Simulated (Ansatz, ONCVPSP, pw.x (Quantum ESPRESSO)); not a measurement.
**pw.x on bcc P: one setting changed**

Potential: optimised norm-conserving Vanderbilt (ONCV), ONCVPSP 4.0.1.1 (patched build), LDA (Perdew-Wang 92); core [Ne], reference 3s2 3p1; waves: 3s: rc 1.60 bohr, ncon 4, nbas 7, qcut 4.6 1/bohr, 2 projectors, debl 1.6 Ha; 3p: rc 1.55 bohr, ncon 5, nbas 9, qcut 5.3 1/bohr, 2 projectors, debl 3.7 Ha; d scattering state at 0.42 Ha: rc 1.75 bohr, ncon 3, nbas 6, qcut 6.6 1/bohr, 2 projectors, debl 0.4 Ha; local part: polynomial inside 1.40 bohr (lpopt 5, dvloc0 0.5 Ha); core correction: none. In the d channel the program set the typed energies aside and used 0.050, 0.450 Ha.

The reference run (k-mesh 15³, cutoffs 85/340 Ry, Fermi–Dirac 0.01 Ry, mixing_beta 0.4, conv_thr 1e-9, no spin) gives -1.39 GPa at 13.634 Å³/atom, where all-electron LAPW gives -0.50 GPa. This run, with its own iteration cap, changes nbnd to 6.

```
&control
  calculation='scf', prefix='x', pseudo_dir='./', outdir='./tmp', tstress=.true., disk_io='none'
/
&system
  ibrav=0, nat=1, ntyp=1, ecutwfc=85, ecutrho=340, nbnd=6,
  occupations='smearing', smearing='fd', degauss=0.01
/
&electrons
  conv_thr=1e-09, mixing_beta=0.4, electron_maxstep=60
/
ATOMIC_SPECIES
P 1.0 P.UPF
CELL_PARAMETERS angstrom
  -1.50494663 1.50494663 1.50494663
  1.50494663 -1.50494663 1.50494663
  1.50494663 1.50494663 -1.50494663
ATOMIC_POSITIONS crystal
P 0.0000 0.0000 0.0000
K_POINTS automatic
15 15 15 0 0 0
```

```bash
pw.x < P.scf.in > P.scf.out
```

Question: How does the run end?

Answer: It converges in 8 iterations; the free energy moves by +0.0 meV/atom and the pressure by +0.00 GPa. The result is that of the reference run.

```
Message from routine setup:
     using ibrav=0 with symmetry is DISCOURAGED, use correct ibrav instead
     lattice parameter (alat)  =       4.9258  a.u.
     unit-cell volume          =      92.0068 (a.u.)^3
     number of electrons       =         5.00
     number of Kohn-Sham states=            6
     kinetic-energy cutoff     =      85.0000  Ry
     charge density cutoff     =     340.0000  Ry
     scf convergence threshold =      1.0E-09
     Exchange-correlation= SLA  PW   NOGX NOGC
     number of k points=   120  Fermi-Dirac smearing, width (Ry)=  0.0100
     iteration #  1     ecut=    85.00 Ry     beta= 0.40
     total energy              =     -13.25944353 Ry
     estimated scf accuracy    <       0.18645218 Ry
     iteration #  2     ecut=    85.00 Ry     beta= 0.40
     total energy              =     -13.23794959 Ry
     estimated scf accuracy    <       0.05014550 Ry
     iteration #  3     ecut=    85.00 Ry     beta= 0.40
     total energy              =     -13.24267315 Ry
     estimated scf accuracy    <       0.00006017 Ry
     [... 2 iterations left out ...]
     iteration #  6     ecut=    85.00 Ry     beta= 0.40
     total energy              =     -13.24281260 Ry
     estimated scf accuracy    <       0.00000001 Ry
     iteration #  7     ecut=    85.00 Ry     beta= 0.40
     total energy              =     -13.24281260 Ry
     estimated scf accuracy    <          1.4E-09 Ry
     iteration #  8     ecut=    85.00 Ry     beta= 0.40
     the Fermi energy is    11.7596 ev
!    total energy              =     -13.24281260 Ry
     estimated scf accuracy    <          4.6E-12 Ry
     smearing contrib. (-TS)   =      -0.00203460 Ry
     The total energy is F=E-TS. E is the sum of the following terms:
     one-electron contribution =       5.96045430 Ry
     hartree contribution      =       0.19596980 Ry
     xc contribution           =      -3.40162319 Ry
     ewald contribution        =     -15.99557891 Ry
     convergence has been achieved in   8 iterations
          total   stress  (Ry/bohr**3)                   (kbar)     P=      -13.86
     Message from routine punch:
     Nothing written, as per user request (disk_io='none')
```

The run took about 6.4 s on one core of a shared host (Intel(R) Xeon(R) 6975P-C, 192 threads, 378 GiB, load 48).
